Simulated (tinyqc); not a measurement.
Worked calculation (part 3 of 3): RHF in the sto-3g basis, for NH3, spin multiplicity 1. Computed by tinyqc, a small Python program that keeps every step (integrals from PySCF). Command: `OMP_NUM_THREADS=1 python tinyqc.py 30485 30486 out.jsonl` (the two numbers bound the seeds that draw the settings). One thread of a shared host (Intel(R) Xeon(R) Processor @ 2.60GHz), about 0.08 s of CPU time with the checks.

Geometry (angstrom):
```
atom          x          y         z
N      0.000000   0.000000  0.490000
H      1.119000   0.000000  0.000000
H     -0.560000   0.969000  0.000000
H     -0.560000  -0.969000  0.000000
```

## Iteration 8 (converged): orbitals

converged F (hartree):
```
             1N 1s      1N 2s     1N 2px     1N 2py     1N 2pz      2H 1s      3H 1s      4H 1s
1N 1s   -15.326709  -3.891892   0.000002   0.000000   0.023760  -0.602625  -0.602399  -0.602399
1N 2s    -3.891892  -1.859362   0.000000   0.000000   0.061617  -0.630902  -0.630740  -0.630740
1N 2px    0.000002   0.000000  -0.191468   0.000000   0.000006  -0.379844   0.190033   0.190033
1N 2py    0.000000   0.000000   0.000000  -0.191359   0.000000   0.000000  -0.328871   0.328871
1N 2pz    0.023760   0.061617   0.000006   0.000000  -0.270811   0.197678   0.197612   0.197612
2H 1s    -0.602625  -0.630902  -0.379844   0.000000   0.197678  -0.349609  -0.175155  -0.175155
3H 1s    -0.602399  -0.630740   0.190033  -0.328871   0.197612  -0.175155  -0.349494  -0.175257
4H 1s    -0.602399  -0.630740   0.190033   0.328871   0.197612  -0.175155  -0.175257  -0.349494
```

X:
```
            1N 1s      1N 2s     1N 2px     1N 2py     1N 2pz      2H 1s      3H 1s      4H 1s
1N 1s    1.024130  -0.142297   0.000002   0.000000   0.007748   0.019130   0.019125   0.019125
1N 2s   -0.142297   1.213271  -0.000009   0.000000  -0.072619  -0.215386  -0.215300  -0.215300
1N 2px   0.000002  -0.000009   1.080435   0.000000   0.000002  -0.209275   0.104679   0.104679
1N 2py   0.000000   0.000000   0.000000   1.080339   0.000000   0.000000  -0.181153   0.181153
1N 2pz   0.007748  -0.072619   0.000002   0.000000   1.027515   0.081917   0.081877   0.081877
2H 1s    0.019130  -0.215386  -0.209275   0.000000   0.081917   1.130482  -0.033333  -0.033333
3H 1s    0.019125  -0.215300   0.104679  -0.181153   0.081877  -0.033333   1.130418  -0.033367
4H 1s    0.019125  -0.215300   0.104679   0.181153   0.081877  -0.033333  -0.033367   1.130418
```

Diagonalise F' = X^T F X, C = X C', fill 5 alpha and 5 beta electrons from the bottom; D = 2 C_occ C_occ^T. Each column has its largest component positive (the first on a tie).

F' = X^T F X (hartree):
```
            1          2          3          4          5          6          7          8
1  -15.039494  -2.052076   0.000012   0.000000   0.048274  -0.052793  -0.052743  -0.052743
2   -2.052076  -0.916137  -0.000022   0.000000  -0.093437  -0.342402  -0.342283  -0.342283
3    0.000012  -0.000022   0.022770   0.000000   0.000010  -0.416820   0.208499   0.208499
4    0.000000   0.000000   0.000000   0.022672   0.000000   0.000000  -0.360885   0.360885
5    0.048274  -0.093437   0.000010   0.000000  -0.195172   0.177629   0.177544   0.177544
6   -0.052793  -0.342402  -0.416820   0.000000   0.177629  -0.009581  -0.038368  -0.038368
7   -0.052743  -0.342283   0.208499  -0.360885   0.177544  -0.038368  -0.009605  -0.038395
8   -0.052743  -0.342283   0.208499   0.360885   0.177544  -0.038368  -0.038395  -0.009605
```

orbital energies (hartree): MO1 -15.333697, MO2 -0.997516, MO3 -0.484810, MO4 -0.484647, MO5 -0.341987, MO6 0.436047, MO7 0.536109, MO8 0.536349

coefficients C:
```
              MO1        MO2        MO3        MO4        MO5        MO6        MO7        MO8
1N 1s    0.994024  -0.224502  -0.000013   0.000000  -0.092847  -0.152131   0.000000  -0.000003
1N 2s    0.026537   0.807261   0.000051   0.000000   0.460383   0.878818   0.000000   0.000048
1N 2px  -0.000001  -0.000001   0.585496   0.000000   0.000004  -0.000111   0.000000   0.943528
1N 2py   0.000000   0.000000   0.000000   0.585592   0.000000   0.000000   0.943317   0.000000
1N 2pz  -0.003553  -0.094970  -0.000026   0.000000   0.843213  -0.600998   0.000000  -0.000055
2H 1s   -0.004659   0.154185   0.521437   0.000000  -0.194000  -0.607798   0.000000  -0.821419
3H 1s   -0.004658   0.154135  -0.260812   0.451668  -0.193905  -0.607566  -0.711344   0.410748
4H 1s   -0.004658   0.154135  -0.260812  -0.451668  -0.193905  -0.607566   0.711344   0.410748
```

D after iteration 8:
```
            1N 1s      1N 2s     1N 2px     1N 2py     1N 2pz      2H 1s      3H 1s      4H 1s
1N 1s    2.094209  -0.395197  -0.000017   0.000000  -0.121002  -0.042482  -0.042453  -0.042453
1N 2s   -0.395197   1.728653   0.000061   0.000000   0.622883   0.070112   0.070039   0.070039
1N 2px  -0.000017   0.000061   0.685611   0.000000  -0.000024   0.610597  -0.305411  -0.305411
1N 2py   0.000000   0.000000   0.000000   0.685836   0.000000   0.000000   0.528987  -0.528987
1N 2pz  -0.121002   0.622883  -0.000024   0.000000   1.440081  -0.356447  -0.356236  -0.356236
2H 1s   -0.042482   0.070112   0.610597   0.000000  -0.356447   0.666655  -0.149185  -0.149185
3H 1s   -0.042453   0.070039  -0.305411   0.528987  -0.356236  -0.149185   0.666811  -0.149206
4H 1s   -0.042453   0.070039  -0.305411  -0.528987  -0.356236  -0.149185  -0.149206   0.666811
```

## Convergence

Stop when the energy changes by less than 1e-08 hartree and every element of the error matrix X^T (F D S - S D F) X is below 3e-05.

Course of the cycle:
```
iteration   E (hartree)     change  largest element of the error matrix
1          -55.05212498          -                             7.75e-01
2          -55.36485581  -3.13e-01                             1.00e-01
3          -55.37680537  -1.19e-02                             2.40e-02
4          -55.37834331  -1.54e-03                             6.00e-03
5          -55.37856837  -2.25e-04                             1.81e-03
6          -55.37857770  -9.33e-06                             1.81e-04
7          -55.37857779  -8.35e-08                             5.65e-07
8          -55.37857779  -7.53e-13                             1.80e-08
```

PySCF RHF in the same basis = -55.37857779 hartree

Converged in 8 iterations.

## Populations, bond orders and dipole

overlap S:
```
           1N 1s     1N 2s     1N 2px     1N 2py     1N 2pz      2H 1s      3H 1s      4H 1s
1N 1s   1.000000  0.235038   0.000000   0.000000   0.000000   0.035669   0.035656   0.035656
1N 2s   0.235038  1.000000   0.000000   0.000000   0.000000   0.373344   0.373256   0.373256
1N 2px  0.000000  0.000000   1.000000   0.000000   0.000000   0.330701  -0.165447  -0.165447
1N 2py  0.000000  0.000000   0.000000   1.000000   0.000000   0.000000   0.286282  -0.286282
1N 2pz  0.000000  0.000000   0.000000   0.000000   1.000000  -0.144811  -0.144766  -0.144766
2H 1s   0.035669  0.373344   0.330701   0.000000  -0.144811   1.000000   0.131755   0.131755
3H 1s   0.035656  0.373256  -0.165447   0.286282  -0.144766   0.131755   1.000000   0.131873
4H 1s   0.035656  0.373256  -0.165447  -0.286282  -0.144766   0.131755   0.131873   1.000000
```

Mulliken: Z minus the diagonal of D S on the atom; Loewdin: the same with S^(1/2) D S^(1/2); Mayer order: 2 sum_s sum (D(s) S)_ij (D(s) S)_ji over the two atoms.

Charges (e):
```
atom   Mulliken    Loewdin
1N    -0.283159  -0.193737
2H     0.094453   0.064631
3H     0.094353   0.064553
4H     0.094353   0.064553
```

Mayer bond orders:
```
pair     order
2-1   0.968701
3-1   0.968749
3-2   0.011189
4-1   0.968749
4-2   0.011189
4-3   0.011159
```

dipole moment about the origin, x y z (debye): -0.000131  0.000000  -1.701405
